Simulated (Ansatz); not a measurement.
Two isomers of C3H7NO: A = `CCNC=O`, B = `CN(C)C=O`.

Computed with Ansatz on PBE0-D4/def2-TZVP structures; ΔE is electronic, products minus reactants. CBS: MP2 limit from def2 TZ/QZ plus the TZ coupled-cluster correction, frozen cores. Functionals use def2-TZVPP. B3LYP here is the variant with VWN-RPA as its local correlation; programs differ in this. One conformer a species, not always the lowest.

(1) Which isomer does CCSD(T)/CBS put lower? Give the gap. (An estimate is asked.)

(2) Give E(B) − E(A) in kcal/mol with B3LYP, MP2/def2-TZVPP, B2PLYP, LDA (SPW92), r2SCAN-D4, CCSD(T)/def2-TZVPP, HF/def2-TZVPP. (Estimate.)

(3) Does the order hold for the free energy at 298.15 K (harmonic terms from PBE0-D4)? (Estimate.)

Largest T1 diagnostic: 0.014.

## Answers

(1) The calculation gave: A, by 6.3 kcal/mol.

(2) The calculation gave: B3LYP 5.6, MP2/def2-TZVPP 5.8, B2PLYP 5.7, LDA (SPW92) 4.1, r2SCAN-D4 5.5, CCSD(T)/def2-TZVPP 5.8, HF/def2-TZVPP 6.9. None reverses the order clearly.

(3) The calculation gave: Yes: G(B) − G(A) = +6.4 kcal/mol, for one conformer each. Modes under 60 cm⁻¹, often nearly free rotors, make the harmonic entropy too high.

Leaving LDA and LC-ωPBE aside and taking each functional with its dispersion term where it has one, the values, not all of them listed here, spread over 1.2 kcal/mol, from BLYP-D4 to ωB97M-V. LDA lies −1.1 kcal/mol from PBE without D4. In def2-TZVPP, CCSD(T) changes the Hartree–Fock value by −1.1 kcal/mol (the triples alone add −0.3 kcal/mol) and MP2 by −1.1 kcal/mol.
